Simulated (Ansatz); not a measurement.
Which is lower?

Two relaxed structures of C2H7N, closed shell (PBE0-D4/def2-TZVP; forces vanish, vibrations not checked).

A:

```tsv
atom	x (Å)	y (Å)	z (Å)
C1	-0.5383	-0.2632	0.5703
N2	-0.8539	0.4137	-0.7407
C3	0.9416	-0.5220	0.5460
H4	-1.8202	0.7255	-0.7346
H5	-0.7721	-0.2711	-1.4878
H6	-0.2522	1.2226	-1.0240
H7	-0.7641	0.5047	1.3204
H8	1.2208	-1.3210	-0.1546
H9	1.2696	-0.8551	1.5332
H10	1.5745	0.3603	0.2819
```

B:

```tsv
atom	x (Å)	y (Å)	z (Å)
C1	-0.8979	0.4021	-0.7271
N2	-0.4529	-0.1477	0.5641
C3	1.0203	-0.4736	0.5407
H4	-1.9527	0.6858	-0.6852
H5	-0.7477	-0.3629	-1.4871
H6	-0.2541	1.2488	-0.9545
H7	-0.5735	0.5711	1.2717
H8	1.1009	-1.3496	-0.1169
H9	1.2508	-0.8133	1.5590
H10	-1.1077	-0.9043	0.8185
```

Ansatz 0.2.0; basis: def2-TZVPP; cores frozen in the correlated methods. B3LYP uses VWN-RPA correlation.

Q: Which structure is lower at CCSD(T), and by how much? (To be estimated.)

A: By the calculation: A, by 10.2 kJ/mol (electronic energy, against the other). By their contacts, A is C₂H₇N ([CH3][CH][NH3]) and B is C₂H₇N ([CH2][NH2][CH3]).

All methods give the same order:

| method | E(B) − E(A) (kJ/mol) |
| --- | --- |
| PBE-D4 | 19.6 |
| r2SCAN-D4 | 17.4 |
| PBE0-D4 | 16.7 |
| B3LYP-D4 | 14.0 |
| wB97M-V | 13.4 |
| HF | 5.5 |
| MP2 | 12.2 |
| CCSD | 9.4 |
| CCSD(T) | 10.2 |

The T1 diagnostic stays at or below 0.012.

Labels in which every atom is bracketed show which atoms are joined, not bond orders.

For scale, one of the runs: CCSD(T)/def2-TZVPP, 191 basis functions, launched by `ansatz run in.yaml --threads 2 --pin off --events-out ev --progress --plain --max-ram 4352MiB`. Hardware: 2 CPU threads of an Arm Neoverse V1, shared host. Wall time 54 s; peak host memory 2.2 GiB.
